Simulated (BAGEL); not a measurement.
# One shape, several levels: doublet C3H3FO+

We compute a comparison of 3 runs (UHF/STO-3G, UHF/3-21G, ROHF/6-31G*) of doublet C3H3FO+. 

The results are computed with BAGEL 1.2.2.

2 further runs of the same task are left out: 2 set aside as unsound or not needed.

**1. The structure to begin with**

C3H3FO+: 8 atoms, total charge +1, spin state doublet. SMILES of the parent species: `F/C=C1/CO1`. The coordinates come from a GFN2-xTB relaxation. That shape belongs to the parent species and isn't relaxed for this state.

Bond lengths: F1–C2 1.348 Å, C2–C3 1.308 Å, C3–C4 1.438 Å, C3–O5 1.343 Å, C4–O5 1.429 Å, C2–H6 1.077 Å, C4–H7 1.083 Å, C4–H8 1.083 Å. Some angles: F1–C2–C3 122.7°, C2–C3–C4 153.2°, C2–C3–O5 145.1°, C4–C3–O5 61.7°, C3–C4–O5 55.9°, C3–O5–C4 62.4°, F1–C2–H6 113.2°, C3–C2–H6 124.1°, C3–C4–H7 119.8°, C3–C4–H8 119.8°.

**2. The energy at UHF/STO-3G (density fitting with qzvpp-jkfit) (run 1)**

Input file calc.json:

```json
{ "bagel" : [

{
  "title" : "molecule",
  "basis" : "sto-3g",
  "df_basis" : "qzvpp-jkfit",
  "angstrom" : true,
  "geometry" : [
    { "atom" : "F", "xyz" : [       0.375040,       1.538240,       1.929380 ] },
    { "atom" : "C", "xyz" : [      -0.204430,       1.123240,       0.785400 ] },
    { "atom" : "C", "xyz" : [       0.134160,       0.011880,       0.184890 ] },
    { "atom" : "C", "xyz" : [       0.026460,      -0.962900,      -0.866560 ] },
    { "atom" : "O", "xyz" : [       0.938840,      -1.062910,       0.228450 ] },
    { "atom" : "H", "xyz" : [      -0.963200,       1.797670,       0.425910 ] },
    { "atom" : "H", "xyz" : [       0.480370,      -0.767520,      -1.830410 ] },
    { "atom" : "H", "xyz" : [      -0.787250,      -1.677710,      -0.857050 ] }
  ]
},

{ "title" : "uhf", "charge" : 1, "nopen" : 1 },

{ "title" : "print", "file" : "orbitals.molden", "orbitals" : true }

]}
```

Command:

```bash
$ BAGEL_NUM_THREADS=1 BAGEL calc.json > calc.out
```

Output:

```text
* using 1 threads per process

  ===============================================================
  ===============================================================

  *** Geometry ***

  { "atom" : "F", "xyz" : [      0.708723,      2.906852,      3.646000 ] },
  { "atom" : "C", "xyz" : [     -0.386317,      2.122616,      1.484191 ] },
  { "atom" : "C", "xyz" : [      0.253526,      0.022450,      0.349391 ] },
  { "atom" : "C", "xyz" : [      0.050002,     -1.819617,     -1.637561 ] },
  { "atom" : "O", "xyz" : [      1.774150,     -2.008609,      0.431708 ] },
  { "atom" : "H", "xyz" : [     -1.820184,      3.397104,      0.804853 ] },
  { "atom" : "H", "xyz" : [      0.907768,     -1.450403,     -3.458974 ] },
  { "atom" : "H", "xyz" : [     -1.487687,     -3.170412,     -1.619590 ] },

  Number of auxiliary basis functions:      433

  Since a DF basis is specified, we compute 2- and 3-index integrals:
    o Being stored without compression. Storage requirement is 0.003 GB

  Number of basis functions:       28
  Number of electrons      :       38

    * METHOD: MOLECULE                             0.29

  *** Open-shell HF ***

  === Nuclear Repulsion ===
   161.2047831828

      * DIIS with orbital gradients will be used.

  === UHF iteration (sto-3g) ===
      0       -285.30915582          0.05183874           0.04
      1       -285.43029088          0.03278032           0.05
      2       -285.46201756          0.01953527           0.04
      3       -285.47989634          0.00164652           0.04
      4       -285.48062579          0.00095581           0.04
      5       -285.48114746          0.00101296           0.05
      6       -285.48147065          0.00102628           0.06
      7       -285.48144230          0.00101904           0.06
      8       -285.48458177          0.00101561           0.06
      9       -285.48320769          0.00098941           0.06
[... 14 lines of this table left out ...]
     24       -285.48801895          0.00000005           0.05
     25       -285.48801895          0.00000004           0.04
     26       -285.48801895          0.00000002           0.05
     27       -285.48801895          0.00000001           0.05
    * SCF iteration converged.

    * S^2 (UHF) is 0.8888

    * Permanent dipole moment:
           (    0.525728,     0.490160,     1.144023) a.u.

    * METHOD: UHF                                  1.63

    * METHOD: PRINT                                0.00

  ===============================================================
```

Run time: 2.5 s. Hardware: 1 thread of Intel Xeon at 2.50GHz (Skylake/Cascade Lake), shared host.

**3. The energy at UHF/3-21G (density fitting with qzvpp-jkfit) (run 2)**

Input file calc.json:

```json
{ "bagel": [

{
  "title": "molecule",
  "basis": "3-21g",
  "df_basis": "qzvpp-jkfit",
  "angstrom": true,
  "geometry": [
    { "atom": "F", "xyz": [    0.375040,    1.538240,    1.929380 ] },
    { "atom": "C", "xyz": [   -0.204430,    1.123240,    0.785400 ] },
    { "atom": "C", "xyz": [    0.134160,    0.011880,    0.184890 ] },
    { "atom": "C", "xyz": [    0.026460,   -0.962900,   -0.866560 ] },
    { "atom": "O", "xyz": [    0.938840,   -1.062910,    0.228450 ] },
    { "atom": "H", "xyz": [   -0.963200,    1.797670,    0.425910 ] },
    { "atom": "H", "xyz": [    0.480370,   -0.767520,   -1.830410 ] },
    { "atom": "H", "xyz": [   -0.787250,   -1.677710,   -0.857050 ] }
  ]
},
{
  "title": "uhf",
  "charge": 1,
  "nopen": 1
},
{
  "title": "print",
  "file": "orbitals.molden",
  "orbitals": true
}

]}
```

Command:

```bash
$ BAGEL_NUM_THREADS=1 BAGEL calc.json > calc.out
```

Output:

```text
* using 1 threads per process

  ===============================================================
  ===============================================================

  *** Geometry ***

  { "atom" : "F", "xyz" : [      0.708723,      2.906852,      3.646000 ] },
  { "atom" : "C", "xyz" : [     -0.386317,      2.122616,      1.484191 ] },
  { "atom" : "C", "xyz" : [      0.253526,      0.022450,      0.349391 ] },
  { "atom" : "C", "xyz" : [      0.050002,     -1.819617,     -1.637561 ] },
  { "atom" : "O", "xyz" : [      1.774150,     -2.008609,      0.431708 ] },
  { "atom" : "H", "xyz" : [     -1.820184,      3.397104,      0.804853 ] },
  { "atom" : "H", "xyz" : [      0.907768,     -1.450403,     -3.458974 ] },
  { "atom" : "H", "xyz" : [     -1.487687,     -3.170412,     -1.619590 ] },

  Number of auxiliary basis functions:      433

  Since a DF basis is specified, we compute 2- and 3-index integrals:
    o Being stored without compression. Storage requirement is 0.009 GB

  Number of basis functions:       51
  Number of electrons      :       38

    * METHOD: MOLECULE                             0.30

  *** Open-shell HF ***

  === Nuclear Repulsion ===
   161.2047831828

      * DIIS with orbital gradients will be used.

  === UHF iteration (3-21g) ===
      0       -287.42522107          0.05262934           0.12
      1       -287.52031168          0.04185904           0.12
      2       -287.55075869          0.03305526           0.11
      3       -287.59569683          0.00215252           0.12
      4       -287.59622762          0.00096815           0.12
      5       -287.59647590          0.00049347           0.11
      6       -287.59659837          0.00039605           0.11
      7       -287.59671827          0.00038019           0.10
      8       -287.59683078          0.00031619           0.12
      9       -287.59698820          0.00030988           0.11
[... 16 lines of this table left out ...]
     26       -287.59736849          0.00000008           0.11
     27       -287.59736849          0.00000004           0.11
     28       -287.59736849          0.00000001           0.10
     29       -287.59736849          0.00000001           0.12
    * SCF iteration converged.

    * S^2 (UHF) is 0.8035

    * Permanent dipole moment:
           (    1.190196,     0.063063,     1.610423) a.u.

    * METHOD: UHF                                  3.52

    * METHOD: PRINT                                0.01

  ===============================================================
```

It took 4.5 s on 1 thread of Intel Xeon at 2.50GHz (Skylake/Cascade Lake), shared host.

**4. The energy at ROHF/6-31G(d) (density fitting with qzvpp-jkfit, spherical functions) (run 3)**

Input file job.json:

```json
{ "bagel": [

{
  "title": "molecule",
  "basis": "6-31gs.json",
  "df_basis": "qzvpp-jkfit",
  "angstrom": true,
  "geometry": [
    { "atom": "F", "xyz": [       0.375040,       1.538240,       1.929380 ] },
    { "atom": "C", "xyz": [      -0.204430,       1.123240,       0.785400 ] },
    { "atom": "C", "xyz": [       0.134160,       0.011880,       0.184890 ] },
    { "atom": "C", "xyz": [       0.026460,      -0.962900,      -0.866560 ] },
    { "atom": "O", "xyz": [       0.938840,      -1.062910,       0.228450 ] },
    { "atom": "H", "xyz": [      -0.963200,       1.797670,       0.425910 ] },
    { "atom": "H", "xyz": [       0.480370,      -0.767520,      -1.830410 ] },
    { "atom": "H", "xyz": [      -0.787250,      -1.677710,      -0.857050 ] }
  ]
},

{ "title": "rohf", "charge": 1, "nopen": 1 },

{ "title": "print", "file": "orbitals.molden", "orbitals": true }

]}
```

The basis set 6-31G* is read from a file made from the Basis Set Exchange's data (not shown).

Command:

```bash
$ BAGEL_NUM_THREADS=1 BAGEL job.json > job.out
```

Output:

```text
* using 1 threads per process

  ===============================================================
  ===============================================================

  *** Geometry ***

  { "atom" : "F", "xyz" : [      0.708723,      2.906852,      3.646000 ] },
  { "atom" : "C", "xyz" : [     -0.386317,      2.122616,      1.484191 ] },
  { "atom" : "C", "xyz" : [      0.253526,      0.022450,      0.349391 ] },
  { "atom" : "C", "xyz" : [      0.050002,     -1.819617,     -1.637561 ] },
  { "atom" : "O", "xyz" : [      1.774150,     -2.008609,      0.431708 ] },
  { "atom" : "H", "xyz" : [     -1.820184,      3.397104,      0.804853 ] },
  { "atom" : "H", "xyz" : [      0.907768,     -1.450403,     -3.458974 ] },
  { "atom" : "H", "xyz" : [     -1.487687,     -3.170412,     -1.619590 ] },

  Number of auxiliary basis functions:      433

  Since a DF basis is specified, we compute 2- and 3-index integrals:
    o Being stored without compression. Storage requirement is 0.020 GB

  Number of basis functions:       76
  Number of electrons      :       38

    * METHOD: MOLECULE                             0.49

  *** Open-shell HF ***

  === Nuclear Repulsion ===
   161.2047831828

      * DIIS with orbital gradients will be used.

  === ROHF iteration (6-31gs.json) ===
      0       -288.99545732          0.04694511           0.14
      1       -289.09255171          0.03871457           0.20
      2       -289.13540939          0.03104271           0.21
      3       -289.21883158          0.00186525           0.18
      4       -289.21920847          0.00105113           0.15
      5       -289.21940221          0.00034085           0.14
      6       -289.21945629          0.00018577           0.16
      7       -289.21948011          0.00008343           0.17
      8       -289.21949109          0.00003058           0.15
      9       -289.21949713          0.00001368           0.17
     10       -289.21949860          0.00000701           0.18
     11       -289.21949868          0.00000256           0.16
     12       -289.21949919          0.00000113           0.20
     13       -289.21949912          0.00000036           0.17
     14       -289.21949915          0.00000021           0.17
     15       -289.21949914          0.00000011           0.15
     16       -289.21949914          0.00000004           0.17
     17       -289.21949914          0.00000002           0.16
     18       -289.21949915          0.00000001           0.16
    * SCF iteration converged.

    * S^2 (ROHF) is 0.7500

    * Permanent dipole moment:
           (    1.216072,    -0.186605,     1.410974) a.u.

    * METHOD: ROHF                                 3.47

    * METHOD: PRINT                                0.01

  ===============================================================
```

Run time: 4.8 s. Hardware: 1 thread of Intel Xeon at 2.50GHz (Skylake/Cascade Lake), shared host.

**5. The series**

```tsv
run	level	energy (Eh)	⟨S²⟩	wall time
1	UHF/STO-3G (density fitting with qzvpp-jkfit)	-285.488019	0.889	2.5 s
2	UHF/3-21G (density fitting with qzvpp-jkfit)	-287.597368	0.803	4.5 s
3	ROHF/6-31G* (density fitting with qzvpp-jkfit, spherical functions)	-289.219499	0.750	4.8 s
```

**6. Results**

| quantity | value |
| --- | --- |
| run 3: total energy | -289.21950 Eh |
| run 3: ⟨S²⟩ | 0.750 |

In run 1 the basis is minimal, so the values are rough. Spin contamination of the reference: run 1 ⟨S²⟩ = 0.89. All runs together took 12 s, the longest 4.8 s.
